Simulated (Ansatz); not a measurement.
A nudged elastic band was laid between two geometries of AlClFH3 (6 atoms, charge 0, multiplicity 1).

Computed with Ansatz, RKS PBE/6-31G*.

```json
{
  "movable images": "9",
  "climbing image": "from the first iteration",
  "spring": "5.0 eV/Å²",
  "optimiser": "fire",
  "start path": "through a guess of the saddle point",
  "force threshold": "0.03 eV/Å",
  "iteration limit": "60",
  "end points": "relaxed"
}
```

Image 0:

```xyz
6
Properties=species:S:1:pos:R:3
Al 0.009 -0.034 0.029
F 0.013 0.176 1.749
H 1.428 0.152 -0.671
H -1.427 0.066 -0.654
Cl 0.083 -2.482 0.923
H 0.054 -1.479 1.824
```

Image 10:

```xyz
6
Properties=species:S:1:pos:R:3
Al 0.018 -0.370 -0.101
F 0.021 -0.013 1.868
H 1.425 0.173 -0.609
H -1.426 0.086 -0.593
Cl 0.084 -2.477 0.615
H 0.037 -1.000 2.021
```

Task: Which bonds break or form, and what moves?

Result: Bonds broken: Cl5–H6. Bonds formed: F2–H6.

Task: Give the energies along the band, and the barrier.

Result: It converged. The highest image is number 3 of 0 to 10, 0.4 kcal/mol above the first end and 2.9 kcal/mol above the last; the last end lies 2.5 kcal/mol below the first. Another band between the same ends (9 images) ends at a top of the same energy, where a vibrational analysis finds 1 clearly imaginary mode. The orbitals stay closed-shell, which can raise the energy where a bond breaks towards radicals; this wasn't checked here.

```
image  path coordinate (Å)  energy (kcal/mol)  Cl5–H6 (Å)  F2–H6 (Å)
    0                 0.00                0.0        1.35       1.66
    1                 0.11                0.1        1.38       1.54
    2                 0.21                0.3        1.42       1.42
    3                 0.30                0.4        1.48       1.31
    4                 0.38                0.1        1.55       1.23
    5                 0.46               -0.4        1.62       1.16
    6                 0.53               -1.0        1.69       1.10
    7                 0.60               -1.6        1.77       1.06
    8                 0.68               -2.1        1.85       1.03
    9                 0.76               -2.4        1.94       1.01
   10                 0.84               -2.5        2.04       1.00
```

Task: What is the geometry of the highest image?

Result: 
```xyz
6
Properties=species:S:1:pos:R:3:forces:R:3
Al 0.009 -0.167 0.004 0.00 0.00 0.00
F 0.008 0.045 1.798 0.01 -0.02 0.00
H 1.430 0.142 -0.642 0.00 0.00 0.00
H -1.431 0.080 -0.629 0.00 -0.01 0.01
Cl 0.088 -2.432 0.877 -0.01 0.01 -0.01
H 0.055 -1.268 1.792 0.00 0.02 0.00
```

The run took 5.6 min on 1 thread of Intel(R) Xeon(R) Platinum 8259CL CPU @ 2.50GHz (Skylake/Cascade Lake) (shared host), peak memory 0.13 GiB.
